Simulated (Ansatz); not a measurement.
# One shape, several levels: doublet [C2H4F2]−

Wanted: a comparison of 6 runs (UHF/STO-3G, UHF/3-21G, UB3LYP/6-31G*, U-revPBE/def2-SVPD, UBLYP/def2-SVPD, UPBE/def2-SVPD) of doublet [C2H4F2]−. 

The calculation is run with Ansatz 0.2.0.

28 further runs of the same task are left out: 28 set aside as unsound or not needed.

**1. The structure to begin with**

[C2H4F2]− has 8 atoms, charge -1, and is taken as a doublet. SMILES of the parent species: `FCCF`. The coordinates come from a PBE0-D4/def2-TZVP relaxation. This is one conformer, not always the lowest. That shape belongs to the parent species and isn't relaxed for this state.

Bond lengths: F1–C2 1.378 Å, C2–C3 1.498 Å, C3–F4 1.378 Å, C2–H5 1.094 Å, C2–H6 1.095 Å, C3–H7 1.095 Å, C3–H8 1.094 Å. Some angles: F1–C2–C3 110.9°, C2–C3–F4 110.9°, F1–C2–H5 108.2°, F1–C2–H6 108.3°, C3–C2–H5 110.5°, C3–C2–H6 109.4°, C2–C3–H7 109.4°, C2–C3–H8 110.5°, F4–C3–H7 108.3°, F4–C3–H8 108.2°.

**2. A single-point energy at UHF/STO-3G (run 1)**

File in.yaml:

```yaml
crystal:
  periodic: [false, false, false]
  atoms:
    - symbol: F
      position_ang: [-1.312370, 0.775570, 0.874010]
    - symbol: C
      position_ang: [-0.115750, 0.716060, 0.193200]
    - symbol: C
      position_ang: [0.217900, -0.696080, -0.177380]
    - symbol: F
      position_ang: [-0.618130, -1.153280, -1.172850]
    - symbol: H
      position_ang: [-0.201180, 1.337840, -0.702830]
    - symbol: H
      position_ang: [0.670250, 1.117960, 0.841860]
    - symbol: H
      position_ang: [1.248900, -0.742470, -0.544780]
    - symbol: H
      position_ang: [0.110390, -1.355610, 0.688780]
basis:
  gaussian: {orbitals: STO-3G}
total_charge: -1
magnetization: {spin_polarized: true, initial_magnetization: 1}
hamiltonian: {xc: hf}
accuracy: high
output: {orbitals: {seedname: orbitals}}
```

Run with:

```bash
$ ansatz run in.yaml --threads 1 --pin off --max-ram 3480MiB --events-out events.jsonl --progress --plain --runs-dir runs
```

Standard output:

```text
Warning: RAYON_NUM_THREADS=1 ignored (pool sized by the plan → 1); use --threads N
Functional definition: HF
  name "HF"
  exchange = exact_x
  correlation = 0
471 factors; integrals over basis functions are off by at most 6.4e-8 eV
mean field evaluation 1: about -7417.7970 eV, gradient 1.5e1 eV
mean field evaluation 2: about -7418.1752 eV, gradient 1.5e1 eV
mean field evaluation 4: about -7420.0286 eV, gradient 1.4e0 eV
mean field evaluation 8: about -7420.0589 eV, gradient 4.5e-2 eV
mean field evaluation 16: about -7420.0590 eV, gradient 3.7e-4 eV
mean field evaluation 32: about -7419.9953 eV, gradient 9.8e-1 eV
mean field evaluation 64: about -7420.1295 eV, gradient 1.9e-4 eV
mean field evaluation 96: about -7420.0437 eV, gradient 7.6e-1 eV
mean field evaluation 128: about -7419.6388 eV, gradient 1.3e0 eV
mean field evaluation 160: about -7420.0992 eV, gradient 4.3e-1 eV
mean field -7420.12950010 eV, -272.6847295844 hartree, gradient 3.1e-8 eV, S^2 0.761542; 4 other end points of the search recorded, 0 dependent functions left out
reference -7420.12950010 eV, -272.6847295844 hartree; 18, 17 occupied and 6, 7 virtual orbitals, 471 factors
Total energy: -7420.12950010 eV, -272.6847295844 hartree
```

Run time: 0.24 s. Hardware: 1 thread of AMD EPYC 9R45 (Zen 5), shared host.

**3. The energy at UHF/3-21G (run 2)**

File run.yaml:

```yaml
crystal:
  periodic: [false, false, false]
  atoms:
    - {symbol: F, position_ang: [-1.312370, 0.775570, 0.874010]}
    - {symbol: C, position_ang: [-0.115750, 0.716060, 0.193200]}
    - {symbol: C, position_ang: [0.217900, -0.696080, -0.177380]}
    - {symbol: F, position_ang: [-0.618130, -1.153280, -1.172850]}
    - {symbol: H, position_ang: [-0.201180, 1.337840, -0.702830]}
    - {symbol: H, position_ang: [0.670250, 1.117960, 0.841860]}
    - {symbol: H, position_ang: [1.248900, -0.742470, -0.544780]}
    - {symbol: H, position_ang: [0.110390, -1.355610, 0.688780]}
basis:
  gaussian:
    orbitals: 3-21G.json
hamiltonian:
  xc: hf
total_charge: -1
magnetization:
  spin_polarized: true
  initial_magnetization: 1
output: {orbitals: {seedname: orbitals}}
accuracy: high
```

The basis set 3-21G is read from a file made from the Basis Set Exchange's data (not shown).

Run with:

```bash
$ ansatz run run.yaml --threads 1 --pin off --max-ram 3480MiB --events-out events.jsonl --progress --plain --runs-dir runs
```

Standard output, cut to the lines that bear on the results:

```text
Warning: RAYON_NUM_THREADS=1 ignored (pool sized by the plan → 1); use --threads N
[... 2 set-up lines as earlier in the session ...]
[...]
985 factors; integrals over basis functions are off by at most 3.5e-9 eV
[...]
mean field -7487.73373443 eV, -275.1691393721 hartree, gradient 3.1e-8 eV, S^2 0.756113; 2 other end points of the search recorded, 0 dependent functions left out
reference -7487.73373443 eV, -275.1691393721 hartree; 18, 17 occupied and 26, 27 virtual orbitals, 985 factors
Total energy: -7487.73373443 eV, -275.1691393721 hartree
```

It took 0.72 s on 1 thread of AMD EPYC 9R45 (Zen 5), shared host; peak memory 0.13 GiB.

Runs 3 to 5 aren't shown in full; the table further down has their settings and results.

**4. A single-point energy at UPBE/def2-SVPD (run 6)**

File job.yaml:

```yaml
crystal:
  periodic: [false, false, false]
  atoms:
    - {symbol: F, position_ang: [-1.312370, 0.775570, 0.874010]}
    - {symbol: C, position_ang: [-0.115750, 0.716060, 0.193200]}
    - {symbol: C, position_ang: [0.217900, -0.696080, -0.177380]}
    - {symbol: F, position_ang: [-0.618130, -1.153280, -1.172850]}
    - {symbol: H, position_ang: [-0.201180, 1.337840, -0.702830]}
    - {symbol: H, position_ang: [0.670250, 1.117960, 0.841860]}
    - {symbol: H, position_ang: [1.248900, -0.742470, -0.544780]}
    - {symbol: H, position_ang: [0.110390, -1.355610, 0.688780]}
basis:
  gaussian:
    orbitals: def2-SVPD
total_charge: -1
magnetization:
  spin_polarized: true
  initial_magnetization: 1
hamiltonian:
  xc: pbe
accuracy: high
output:
  orbitals: {seedname: orbitals}
```

Run with:

```bash
$ ansatz run job.yaml --threads 1 --pin off --max-ram 3480MiB --events-out events.jsonl --progress --plain --runs-dir runs
```

Standard output:

```text
Warning: RAYON_NUM_THREADS=1 ignored (pool sized by the plan → 1); use --threads N
Functional definition: PBE
  name "PBE"
  parameter kappa = 0.804
  parameter beta = 0.06672455060314922
  exchange = pbe_x(kappa = kappa, mu = beta*pi^2/3)
  correlation = pbe_c(beta = beta)
2408 factors; integrals over basis functions are off by at most 3.2e-9 eV
mean field evaluation 1: about -7554.2113 eV, gradient 3.0e1 eV
mean field evaluation 2: about -7546.8620 eV, gradient 5.5e1 eV
mean field evaluation 4: about -7557.7630 eV, gradient 1.0e0 eV
mean field evaluation 8: about -7557.7707 eV, gradient 4.2e-2 eV
mean field evaluation 16: about -7557.7707 eV, gradient 3.6e-5 eV
mean field evaluation 32: about -7557.1133 eV, gradient 3.9e0 eV
mean field -7557.77068758 eV, -277.7429499277 hartree, gradient 2.1e-8 eV, S^2 0.750268; 4 other end points of the search recorded, 0 dependent functions left out
reference -7557.77069084 eV, -277.7429500475 hartree; 18, 17 occupied and 100, 101 virtual orbitals, 2408 factors
Total energy: -7557.77069084 eV, -277.7429500475 hartree
```

Wall time 7.2 s (1 thread of AMD EPYC 9R45 (Zen 5), shared host); peak memory 0.45 GiB.

**5. Overview of the runs**

```csv
run,level,energy (Eh),HOMO energy (eV),LUMO energy (eV),⟨S²⟩,wall time
1,UHF/STO-3G,-272.684730,12.86,23.09,0.762,0.24 s
2,UHF/3-21G,-275.169139,6.33,13.07,0.756,0.72 s
3,UB3LYP/6-31G* (spherical functions),-278.096372,7.09,8.80,0.751,5.4 s
4,U-revPBE/def2-SVPD,-277.945860,3.46,3.92,0.750,7.5 s
5,UBLYP/def2-SVPD,-277.976218,3.57,4.03,0.750,6 s
6,UPBE/def2-SVPD,-277.742950,3.42,3.97,0.750,7.2 s
```

**6. Summary of results**

| quantity | value |
| --- | --- |
| run 6: total energy | -277.74295 Eh |
| run 6: HOMO energy (highest over α and β) | 3.42 eV |
| run 6: LUMO energy (lowest over α and β) | 3.97 eV |
| run 6: ⟨S²⟩ | 0.750 |

Totals of different functionals can't be ranked against each other. In runs 1, 2, 3, 4, 5, 6 the HOMO lies above zero, so the outermost electron may be held by the basis alone. In run 1 the basis is minimal, so the values are rough. All runs together took 27 s, the longest 7.5 s.
